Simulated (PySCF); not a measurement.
## Magnetic susceptibility: `FC#C`, C₂HF

Geometry:
```csv
atom,x (Å),y (Å),z (Å)
C1,-0.616,-0.030,0.019
C2,0.514,-0.030,-0.395
F3,1.707,-0.030,-0.831
H4,-1.624,-0.029,0.387
```

Method used: PySCF 2.14.0, GIAO B3LYP/def2-TZVPD magnetisability, rotational g tensor and spin-rotation constants, non-relativistic, gas phase. Geometry: PBE0-D3(BJ)/def2-SVP.

**Question.** How diamagnetic is it, and how anisotropic?

**Answer.** Isotropic -441 × 10⁻³⁰ J/T², or -26.6 × 10⁻⁶ cm³/mol; principal values -503, -410, -410 × 10⁻³⁰ J/T², anisotropy 94 × 10⁻³⁰ J/T² (root of half the summed squared differences of the principal values). The susceptibility is in cgs units.

**Question.** Split it along the inertial axes a, b, c into diamagnetic and paramagnetic parts about the centre of mass, with the quadrupole moment.

**Answer.** 
```tsv
axis	χ (10⁻⁶ cm³/mol)	diamagnetic (10⁻⁶ cm³/mol)	paramagnetic (10⁻⁶ cm³/mol)	summed x² of all electrons (Å²)	quadrupole Θ (D Å)
a	-30.3	-30.3	0.0	31.1	+4.22
b	-24.7	-146.9	122.2	3.6	-2.11
c	-24.7	-146.9	122.2	3.6	-2.11
```
Anisotropies 2χaa − χbb − χcc = -11.3 and 2χbb − χaa − χcc = +5.6 × 10⁻⁶ cm³/mol. Θ is traceless in Buckingham's convention.

**Question.** And the rotational g tensor?

**Answer.** 
```csv
axis,rotational constant (GHz),g,nuclear part,electronic part
b,9.7166,-0.0087,0.5493,-0.5580
c,9.7166,-0.0087,0.5493,-0.5580
```
Linear; isotopes 12C, 19F, 1H; no vibrational averaging.
